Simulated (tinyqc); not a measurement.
RHF in the sto-3g basis, for H3O+, spin multiplicity 1, step by step (part 2 of 2). Computed by tinyqc, a small Python program that keeps every step (integrals from PySCF). Command: `OMP_NUM_THREADS=1 python tinyqc.py 23833 23834 out.jsonl` (the two numbers bound the seeds that draw the settings). One thread of a shared host (Intel(R) Xeon(R) Processor @ 2.60GHz), about 0.06 s of CPU time with the checks.

Geometry (angstrom):
```
atom         x         y        z
O      0.00000   0.00000  0.11500
H      1.01900   0.00000  0.00000
H     -0.51000   0.88300  0.00000
H     -0.51000  -0.88300  0.00000
```

## Iteration 1: diagonalisation and new density

Fock matrix F (hartree):
```
            1O 1s     1O 2s    1O 2px    1O 2py    1O 2pz     2H 1s     3H 1s     4H 1s
1O 1s   -19.21815  -4.97518  -0.00001   0.00000   0.00374  -0.98143  -0.97982  -0.97982
1O 2s    -4.97518  -2.29792  -0.00015   0.00000   0.05640  -0.82184  -0.82087  -0.82087
1O 2px   -0.00001  -0.00015  -0.31081   0.00000   0.00002  -0.35942   0.17962   0.17962
1O 2py    0.00000   0.00000   0.00000  -0.31058   0.00000   0.00000  -0.31102   0.31102
1O 2pz    0.00374   0.05640   0.00002   0.00000  -0.15306   0.05561   0.05554   0.05554
2H 1s    -0.98143  -0.82184  -0.35942   0.00000   0.05561  -0.44572  -0.25547  -0.25547
3H 1s    -0.97982  -0.82087   0.17962  -0.31102   0.05554  -0.25547  -0.44526  -0.25524
4H 1s    -0.97982  -0.82087   0.17962   0.31102   0.05554  -0.25547  -0.25524  -0.44526
```

X:
```
           1O 1s     1O 2s    1O 2px    1O 2py    1O 2pz     2H 1s     3H 1s     4H 1s
1O 1s    1.02479  -0.14741  -0.00001   0.00000   0.00231   0.01955   0.01954   0.01954
1O 2s   -0.14741   1.27410   0.00016   0.00000  -0.02367  -0.24583  -0.24540  -0.24540
1O 2px  -0.00001   0.00016   1.10796   0.00000  -0.00002  -0.25104   0.12542   0.12542
1O 2py   0.00000   0.00000   0.00000   1.10777   0.00000   0.00000  -0.21712   0.21712
1O 2pz   0.00231  -0.02367  -0.00002   0.00000   1.00222   0.02316   0.02311   0.02311
2H 1s    0.01955  -0.24583  -0.25104   0.00000   0.02316   1.16873  -0.05788  -0.05788
3H 1s    0.01954  -0.24540   0.12542  -0.21712   0.02311  -0.05788   1.16834  -0.05783
4H 1s    0.01954  -0.24540   0.12542   0.21712   0.02311  -0.05788  -0.05783   1.16834
```

Diagonalise F' = X^T F X, C = X C', fill 5 alpha and 5 beta electrons from the bottom; D = 2 C_occ C_occ^T. Each column has its largest component positive (the first on a tie).

F' = X^T F X (hartree):
```
           1         2         3         4         5         6         7         8
1  -18.83420  -2.65755  -0.00001   0.00000   0.00568  -0.14122  -0.14078  -0.14078
2   -2.65755  -1.12504   0.00007   0.00000   0.01893  -0.36695  -0.36634  -0.36634
3   -0.00001   0.00007  -0.09971   0.00000  -0.00001  -0.37746   0.18861   0.18861
4    0.00000   0.00000   0.00000  -0.09982   0.00000   0.00000  -0.32650   0.32650
5    0.00568   0.01893  -0.00001   0.00000  -0.14867   0.03973   0.03966   0.03966
6   -0.14122  -0.36695  -0.37746   0.00000   0.03973  -0.05394  -0.07070  -0.07070
7   -0.14078  -0.36634   0.18861  -0.32650   0.03966  -0.07070  -0.05437  -0.07061
8   -0.14078  -0.36634   0.18861   0.32650   0.03966  -0.07070  -0.07061  -0.05437
```

orbital energies (hartree): MO1 -19.23028, MO2 -1.11733, MO3 -0.50737, MO4 -0.50717, MO5 -0.15259, MO6 0.19673, MO7 0.42358, MO8 0.42431

coefficients C:
```
             MO1       MO2       MO3       MO4       MO5       MO6       MO7       MO8
1O 1s    0.99277  -0.23922   0.00003   0.00000  -0.03408  -0.17052   0.00000  -0.00032
1O 2s    0.03251   0.84758  -0.00019   0.00000   0.16785   1.03868   0.00000   0.00224
1O 2px   0.00000   0.00015   0.62760   0.00000   0.00000  -0.00158   0.00000   0.96342
1O 2py   0.00000   0.00000   0.00000   0.62757   0.00000   0.00000   0.96311   0.00000
1O 2pz  -0.00097  -0.05218  -0.00002   0.00000   0.98470  -0.18512   0.00000  -0.00034
2H 1s   -0.00582   0.12104   0.47405   0.00000  -0.06009  -0.64095   0.00000  -0.91824
3H 1s   -0.00581   0.12089  -0.23725   0.41078  -0.06011  -0.64275  -0.79382   0.45734
4H 1s   -0.00581   0.12089  -0.23725  -0.41078  -0.06011  -0.64275   0.79382   0.45734
```

D after iteration 1:
```
           1O 1s     1O 2s    1O 2px    1O 2py    1O 2pz     2H 1s     3H 1s     4H 1s
1O 1s    2.08798  -0.35239  -0.00002   0.00000  -0.04408  -0.06535  -0.06530  -0.06530
1O 2s   -0.35239   1.49526   0.00002   0.00000   0.24205   0.18445   0.18446   0.18446
1O 2px  -0.00002   0.00002   0.78778   0.00000  -0.00004   0.59507  -0.29776  -0.29776
1O 2py   0.00000   0.00000   0.00000   0.78770   0.00000   0.00000   0.51559  -0.51559
1O 2pz  -0.04408   0.24205  -0.00004   0.00000   1.94470  -0.13098  -0.13098  -0.13098
2H 1s   -0.06535   0.18445   0.59507   0.00000  -0.13098   0.48604  -0.18838  -0.18838
3H 1s   -0.06530   0.18446  -0.29776   0.51559  -0.13098  -0.18838   0.48657  -0.18838
4H 1s   -0.06530   0.18446  -0.29776  -0.51559  -0.13098  -0.18838  -0.18838   0.48657
```

## Iteration 2: building the Fock matrix

core Hamiltonian H = T + V (hartree):
```
            1O 1s     1O 2s    1O 2px    1O 2py    1O 2pz     2H 1s     3H 1s     4H 1s
1O 1s   -33.16266  -7.71737  -0.00001   0.00000   0.00454  -1.50712  -1.50462  -1.50462
1O 2s    -7.71737  -9.77802  -0.00014   0.00000   0.05463  -3.48725  -3.48318  -3.48318
1O 2px   -0.00001  -0.00014  -8.03506   0.00000   0.00002  -2.47659   1.23757   1.23757
1O 2py    0.00000   0.00000   0.00000  -8.03483   0.00000   0.00000  -2.14272   2.14272
1O 2pz    0.00454   0.05463   0.00002   0.00000  -7.88114   0.29392   0.29347   0.29347
2H 1s    -1.50712  -3.48725  -2.47659   0.00000   0.29392  -5.07876  -1.15362  -1.15362
3H 1s    -1.50462  -3.48318   1.23757  -2.14272   0.29347  -1.15362  -5.07629  -1.15275
4H 1s    -1.50462  -3.48318   1.23757   2.14272   0.29347  -1.15362  -1.15275  -5.07629
```

nuclear repulsion = 13.2782875 hartree

Given earlier and not repeated: Two-electron integrals (ij|kl) in chemists' order.

J_ij = sum D_kl (ij|kl), K_ij = sum D_kl (ik|jl); F = H + J - 0.5 K; E = tr D H + tr D J / 2 - 0.25 tr D K + E_nn.

Coulomb J (hartree):
```
           1O 1s    1O 2s    1O 2px    1O 2py    1O 2pz     2H 1s     3H 1s     4H 1s
1O 1s   16.95855  3.18575   0.00001   0.00000   0.00552   0.62135   0.62031   0.62031
1O 2s    3.18575  7.98459   0.00001   0.00000   0.00777   2.85955   2.85626   2.85626
1O 2px   0.00001  0.00001   7.97275   0.00000  -0.00001   2.22489  -1.11181  -1.11181
1O 2py   0.00000  0.00000   0.00000   7.97270   0.00000   0.00000   1.92495  -1.92495
1O 2pz   0.00552  0.00777  -0.00001   0.00000   7.98447  -0.25133  -0.25094  -0.25094
2H 1s    0.62135  2.85955   2.22489   0.00000  -0.25133   4.78337   0.95367   0.95367
3H 1s    0.62031  2.85626  -1.11181   1.92495  -0.25094   0.95367   4.78152   0.95299
4H 1s    0.62031  2.85626  -1.11181  -1.92495  -0.25094   0.95367   0.95299   4.78152
```

exchange K (hartree):
```
           1O 1s    1O 2s    1O 2px    1O 2py    1O 2pz     2H 1s     3H 1s     4H 1s
1O 1s    9.73818  1.64207   0.00000   0.00000  -0.00147   0.33221   0.33167   0.33167
1O 2s    1.64207  2.50422   0.00015   0.00000   0.06080   1.02823   1.02720   1.02720
1O 2px   0.00000  0.00015   1.75545   0.00000  -0.00007   0.79326  -0.39658  -0.39658
1O 2py   0.00000  0.00000   0.00000   1.75503   0.00000   0.00000   0.68661  -0.68661
1O 2pz  -0.00147  0.06080  -0.00007   0.00000   2.20293  -0.10421  -0.10411  -0.10411
2H 1s    0.33221  1.02823   0.79326   0.00000  -0.10421   1.12185   0.27816   0.27816
3H 1s    0.33167  1.02720  -0.39658   0.68661  -0.10411   0.27816   1.12124   0.27794
4H 1s    0.33167  1.02720  -0.39658  -0.68661  -0.10411   0.27816   0.27794   1.12124
```

Fock matrix F (hartree):
```
            1O 1s     1O 2s    1O 2px    1O 2py    1O 2pz     2H 1s     3H 1s     4H 1s
1O 1s   -21.07320  -5.35266  -0.00001   0.00000   0.01080  -1.05188  -1.05015  -1.05015
1O 2s    -5.35266  -3.04553  -0.00021   0.00000   0.03200  -1.14182  -1.14051  -1.14051
1O 2px   -0.00001  -0.00021  -0.94004   0.00000   0.00005  -0.64833   0.32405   0.32405
1O 2py    0.00000   0.00000   0.00000  -0.93965   0.00000   0.00000  -0.56108   0.56108
1O 2pz    0.01080   0.03200   0.00005   0.00000  -0.99814   0.09470   0.09459   0.09459
2H 1s    -1.05188  -1.14182  -0.64833   0.00000   0.09470  -0.85631  -0.33903  -0.33903
3H 1s    -1.05015  -1.14051   0.32405  -0.56108   0.09459  -0.33903  -0.85539  -0.33872
4H 1s    -1.05015  -1.14051   0.32405   0.56108   0.09459  -0.33903  -0.33872  -0.85539
```

total energy of this density = -75.2821053 hartree

## Iteration 2: diagonalisation and new density

As before.

F' = X^T F X (hartree):
```
           1         2         3         4         5         6         7         8
1  -20.68809  -2.73496   0.00001   0.00000   0.01709  -0.14265  -0.14219  -0.14219
2   -2.73496  -1.75428   0.00003   0.00000  -0.02457  -0.47843  -0.47778  -0.47778
3    0.00001   0.00003  -0.66202   0.00000   0.00002  -0.52171   0.26078   0.26078
4    0.00000   0.00000   0.00000  -0.66201   0.00000   0.00000  -0.45146   0.45146
5    0.01709  -0.02457   0.00002   0.00000  -0.99117   0.06264   0.06256   0.06256
6   -0.14265  -0.47843  -0.52171   0.00000   0.06264  -0.33496  -0.06724  -0.06724
7   -0.14219  -0.47778   0.26078  -0.45146   0.06256  -0.06724  -0.33505  -0.06715
8   -0.14219  -0.47778   0.26078   0.45146   0.06256  -0.06724  -0.06715  -0.33505
```

orbital energies (hartree): MO1 -21.08155, MO2 -1.82218, MO3 -1.13350, MO4 -1.13314, MO5 -1.00153, MO6 0.00228, MO7 0.20323, MO8 0.20376

coefficients C:
```
             MO1       MO2       MO3       MO4       MO5       MO6       MO7       MO8
1O 1s    0.99425  -0.24265   0.00007   0.00000  -0.02317  -0.15849   0.00000   0.00023
1O 2s    0.02609   0.89489  -0.00038   0.00000   0.11845   1.00546   0.00000  -0.00174
1O 2px   0.00000   0.00021   0.70898   0.00000   0.00019  -0.00098   0.00000  -0.90521
1O 2py   0.00000   0.00000   0.00000   0.70905   0.00000   0.00000   0.90482   0.00000
1O 2pz  -0.00111  -0.03804  -0.00025   0.00000   0.99073  -0.15370   0.00000   0.00024
2H 1s   -0.00462   0.09209   0.39262   0.00000  -0.04306  -0.64741   0.00000   0.95569
3H 1s   -0.00461   0.09191  -0.19640   0.34010  -0.04321  -0.64873  -0.82657  -0.47651
4H 1s   -0.00461   0.09191  -0.19640  -0.34010  -0.04321  -0.64873   0.82657  -0.47651
```

D after iteration 2:
```
           1O 1s     1O 2s    1O 2px    1O 2py    1O 2pz     2H 1s     3H 1s     4H 1s
1O 1s    2.09589  -0.38792   0.00000   0.00000  -0.02967  -0.05182  -0.05181  -0.05181
1O 2s   -0.38792   1.63108  -0.00013   0.00000   0.16657   0.15407   0.15418   0.15418
1O 2px   0.00000  -0.00013   1.00532   0.00000   0.00002   0.55674  -0.27848  -0.27848
1O 2py   0.00000   0.00000   0.00000   1.00550   0.00000   0.00000   0.48229  -0.48229
1O 2pz  -0.02967   0.16657   0.00002   0.00000   1.96599  -0.09252  -0.09251  -0.09251
2H 1s   -0.05182   0.15407   0.55674   0.00000  -0.09252   0.32901  -0.13353  -0.13353
3H 1s   -0.05181   0.15418  -0.27848   0.48229  -0.09251  -0.13353   0.32916  -0.13351
4H 1s   -0.05181   0.15418  -0.27848  -0.48229  -0.09251  -0.13353  -0.13351   0.32916
```

## Iteration 11 (converged): orbitals

converged F (hartree):
```
            1O 1s     1O 2s    1O 2px    1O 2py    1O 2pz     2H 1s     3H 1s     4H 1s
1O 1s   -20.80693  -5.29763  -0.00001   0.00000   0.00783  -1.04204  -1.04033  -1.04033
1O 2s    -5.29763  -2.93567  -0.00016   0.00000   0.03660  -1.10412  -1.10288  -1.10288
1O 2px   -0.00001  -0.00016  -0.85784   0.00000   0.00003  -0.62231   0.31105   0.31105
1O 2py    0.00000   0.00000   0.00000  -0.85757   0.00000   0.00000  -0.53858   0.53858
1O 2pz    0.00783   0.03660   0.00003   0.00000  -0.87160   0.08604   0.08594   0.08594
2H 1s    -1.04204  -1.10412  -0.62231   0.00000   0.08604  -0.80415  -0.32964  -0.32964
3H 1s    -1.04033  -1.10288   0.31105  -0.53858   0.08594  -0.32964  -0.80332  -0.32935
4H 1s    -1.04033  -1.10288   0.31105   0.53858   0.08594  -0.32964  -0.32935  -0.80332
```

As before.

F' = X^T F X (hartree):
```
           1         2         3         4         5         6         7         8
1  -20.42210  -2.72427  -0.00001   0.00000   0.01316  -0.14178  -0.14132  -0.14132
2   -2.72427  -1.64706   0.00009   0.00000  -0.01523  -0.47241  -0.47176  -0.47176
3   -0.00001   0.00009  -0.57879   0.00000  -0.00001  -0.51993   0.25987   0.25987
4    0.00000   0.00000   0.00000  -0.57890   0.00000   0.00000  -0.44990   0.44990
5    0.01316  -0.01523  -0.00001   0.00000  -0.86545   0.05601   0.05593   0.05593
6   -0.14178  -0.47241  -0.51993   0.00000   0.05601  -0.29000  -0.07034  -0.07034
7   -0.14132  -0.47176   0.25987  -0.44990   0.05593  -0.07034  -0.29017  -0.07024
8   -0.14132  -0.47176   0.25987   0.44990   0.05593  -0.07034  -0.07024  -0.29017
```

orbital energies (hartree): MO1 -20.81570, MO2 -1.72368, MO3 -1.06077, MO4 -1.06049, MO5 -0.87323, MO6 0.04727, MO7 0.26167, MO8 0.26229

coefficients C:
```
             MO1       MO2       MO3       MO4       MO5       MO6       MO7       MO8
1O 1s    0.99407  -0.24093   0.00006   0.00000  -0.02331  -0.16215   0.00000   0.00027
1O 2s    0.02682   0.88069  -0.00033   0.00000   0.11503   1.01830   0.00000  -0.00199
1O 2px   0.00000   0.00015   0.69787   0.00000   0.00009  -0.00118   0.00000  -0.91381
1O 2py   0.00000   0.00000   0.00000   0.69795   0.00000   0.00000   0.91340   0.00000
1O 2pz  -0.00099  -0.04085  -0.00009   0.00000   0.99169  -0.14664   0.00000   0.00028
2H 1s   -0.00472   0.10100   0.40427   0.00000  -0.03770  -0.64620   0.00000   0.95097
3H 1s   -0.00471   0.10084  -0.20222   0.35016  -0.03775  -0.64785  -0.82236  -0.47394
4H 1s   -0.00471   0.10084  -0.20222  -0.35016  -0.03775  -0.64785   0.82236  -0.47394
```

D after iteration 11:
```
           1O 1s     1O 2s    1O 2px    1O 2py    1O 2pz     2H 1s     3H 1s     4H 1s
1O 1s    2.09355  -0.37640   0.00001   0.00000  -0.02850  -0.05625  -0.05623  -0.05623
1O 2s   -0.37640   1.57912  -0.00017   0.00000   0.15614   0.16870   0.16881   0.16881
1O 2px   0.00001  -0.00017   0.97404   0.00000   0.00005   0.56427  -0.28222  -0.28222
1O 2py   0.00000   0.00000   0.00000   0.97427   0.00000   0.00000   0.48879  -0.48879
1O 2pz  -0.02850   0.15614   0.00005   0.00000   1.97023  -0.08309  -0.08306  -0.08306
2H 1s   -0.05625   0.16870   0.56427   0.00000  -0.08309   0.35015  -0.14024  -0.14024
3H 1s   -0.05623   0.16881  -0.28222   0.48879  -0.08306  -0.14024   0.35024  -0.14021
4H 1s   -0.05623   0.16881  -0.28222  -0.48879  -0.08306  -0.14024  -0.14021   0.35024
```

## Convergence

Stop when the energy changes by less than 1e-09 hartree and every element of the error matrix X^T (F D S - S D F) X is below 9e-06.

Course of the cycle:
```
iteration  E (hartree)     change  largest element of the error matrix
1          -73.3548857          -                             7.42e-01
2          -75.2821053  -1.93e+00                             1.89e-01
3          -75.3220583  -4.00e-02                             3.24e-02
4          -75.3236523  -1.59e-03                             6.97e-03
5          -75.3237234  -7.10e-05                             1.28e-03
6          -75.3237284  -5.07e-06                             4.42e-04
7          -75.3237290  -6.16e-07                             1.82e-04
8          -75.3237291  -9.82e-08                             7.66e-05
9          -75.3237292  -1.69e-08                             3.21e-05
10         -75.3237292  -2.97e-09                             1.35e-05
11         -75.3237292  -5.24e-10                             5.65e-06
```

PySCF RHF in the same basis = -75.3237292 hartree

Converged in 11 iterations.

## Populations, bond orders and dipole

overlap S:
```
          1O 1s    1O 2s    1O 2px    1O 2py    1O 2pz     2H 1s     3H 1s     4H 1s
1O 1s   1.00000  0.23670   0.00000   0.00000   0.00000   0.04588   0.04580   0.04580
1O 2s   0.23670  1.00000   0.00000   0.00000   0.00000   0.43111   0.43068   0.43068
1O 2px  0.00000  0.00000   1.00000   0.00000   0.00000   0.36651  -0.18318  -0.18318
1O 2py  0.00000  0.00000   0.00000   1.00000   0.00000   0.00000   0.31716  -0.31716
1O 2pz  0.00000  0.00000   0.00000   0.00000   1.00000  -0.04136  -0.04131  -0.04131
2H 1s   0.04588  0.43111   0.36651   0.00000  -0.04136   1.00000   0.17305   0.17305
3H 1s   0.04580  0.43068  -0.18318   0.31716  -0.04131   0.17305   1.00000   0.17296
4H 1s   0.04580  0.43068  -0.18318  -0.31716  -0.04131   0.17305   0.17296   1.00000
```

Mulliken: Z minus the diagonal of D S on the atom; Loewdin: the same with S^(1/2) D S^(1/2); Mayer order: 2 sum_s sum (D(s) S)_ij (D(s) S)_ji over the two atoms.

Charges (e):
```
atom  Mulliken   Loewdin
1O    -0.25398  -0.00572
2H     0.41799   0.33513
3H     0.41799   0.33529
4H     0.41799   0.33529
```

Mayer bond orders:
```
pair    order
2-1   0.78952
3-1   0.78953
3-2   0.01788
4-1   0.78953
4-2   0.01788
4-3   0.01787
```

dipole moment about the origin, x y z (debye): -0.00230  0.00000  -0.35193
